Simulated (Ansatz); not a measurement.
# Equilibrium volume per atom of some elemental solids other than molecular ones

Method: RPBE (Ansatz, a first-principles code, plane waves, PAW). References are measured values corrected to a static lattice. The table is a random draw of 10 from 14 solids with such references.

Values in Å³/atom.

| solid | reference | RPBE | error (%) |
|---|---|---|---|
| hcp Zn | 14.86¶ | 15.97 | +7.5 |
| hcp Tl | 27.99¶ | 33.73 | +21 |
| hcp Ru | 13.45¶ | 13.97 | +3.9 |
| hcp Ti | 17.50¶ | 17.90 | +2.3 |
| body-centred tetragonal In | 25.70¶ | 28.76 | +11.9 |
| hcp Os | 13.85¶ | 14.42 | +4.1 |
| hcp Co | 10.96¶ | 11.16 | +1.8 |
| hcp Re | 14.62¶ | 15.11 | +3.4 |
| hcp Zr | 23.18¶ | 23.96 | +3.4 |
| hcp Sc | 24.77¶ | ? | ? |

Question: Estimate the withheld RPBE value.

Answer: The errors of the other rows run from +1.8 % to +21 %, with a median of +3.9 %; carried to the reference 24.77 it gives 25.74 Å³/atom. The run gives 25.61 Å³/atom (+3.4 %), -0.5 % from the estimate; the row was drawn at random, and such an estimate is rough. Over these 10 solids the mean error is +6.2 %, the mean absolute error 6.2 % (median 3.6 %), and the worst case hcp Tl at +21 %; the value is above the reference in 10 of 10 cases. Over all 14, from unrounded values, the mean error is +6.4 % and the mean absolute error 6.4 % (median 3.8 %). Caveats on values not shown: the cell is over a tenth larger than the published one: the level's own overestimate first of all, though another phase or state, or a fault of the published cell, is possible (1).

All these references are brought to a static lattice.

Spin–orbit coupling is left out, also for the solids with elements from indium on (hcp Tl, body-centred tetragonal In, hcp Os, hcp Re); its size isn't shown.

¶ marks references of a special kind: hcp Zn, 14.86 Å³/atom (measured, copied from a table, unchecked, extrapolated to 0 K and zero-point effects removed; as tabulated in Lejaeghere et al. (2013), arXiv:1204.2733); hcp Tl, 27.99 Å³/atom (measured, copied from a table, unchecked, extrapolated to 0 K and zero-point effects removed; as tabulated in Lejaeghere et al. (2013), arXiv:1204.2733); hcp Ru, 13.45 Å³/atom (measured, copied from a table, unchecked, extrapolated to 0 K and zero-point effects removed; as tabulated in Lejaeghere et al. (2013), arXiv:1204.2733); hcp Ti, 17.50 Å³/atom (measured, copied from a table, unchecked, extrapolated to 0 K and zero-point effects removed; as tabulated in Lejaeghere et al. (2013), arXiv:1204.2733); body-centred tetragonal In, 25.70 Å³/atom (measured, copied from a table, unchecked, extrapolated to 0 K and zero-point effects removed; as tabulated in Lejaeghere et al. (2013), arXiv:1204.2733); hcp Os, 13.85 Å³/atom (measured, copied from a table, unchecked, extrapolated to 0 K and zero-point effects removed; as tabulated in Lejaeghere et al. (2013), arXiv:1204.2733); hcp Co, 10.96 Å³/atom (measured, copied from a table, unchecked, extrapolated to 0 K and zero-point effects removed; as tabulated in Lejaeghere et al. (2013), arXiv:1204.2733); hcp Re, 14.62 Å³/atom (measured, copied from a table, unchecked, extrapolated to 0 K and zero-point effects removed; as tabulated in Lejaeghere et al. (2013), arXiv:1204.2733); hcp Zr, 23.18 Å³/atom (measured, copied from a table, unchecked, extrapolated to 0 K and zero-point effects removed; as tabulated in Lejaeghere et al. (2013), arXiv:1204.2733); hcp Sc, 24.77 Å³/atom (measured, copied from a table, unchecked, extrapolated to 0 K and zero-point effects removed; as tabulated in Lejaeghere et al. (2013), arXiv:1204.2733).

Differences are worked out from the printed values.

Caveats: the cell is over a tenth larger than the published one: the level's own overestimate first of all, though another phase or state, or a fault of the published cell, is possible (hcp Tl, body-centred tetragonal In). Ansatz's density-functional and Hartree–Fock values are scalar-relativistic unless marked +SOC, with PAW data made under PBE.

Ansatz's runs of these crystals have no spin polarisation, but for hcp Co.

Density-functional runs with spin start from parallel moments for hcp Co.

Not in this set, of the elemental solids other than molecular ones with a reference value in our tables and a result at some level: 2 for a published cell of unstated conditions; 2 for a reference at room or unstated temperature; 2 for a cell known from the COD alone. These can be a level's best or worst cases. Solids without a released value at any level aren't counted. Cubic solids are told by their lattice constant and aren't counted here. Layered and molecular crystals are counted apart. The metals Ce to Yb are counted apart.

References as tabulated in Lejaeghere et al. (2013), arXiv:1204.2733.
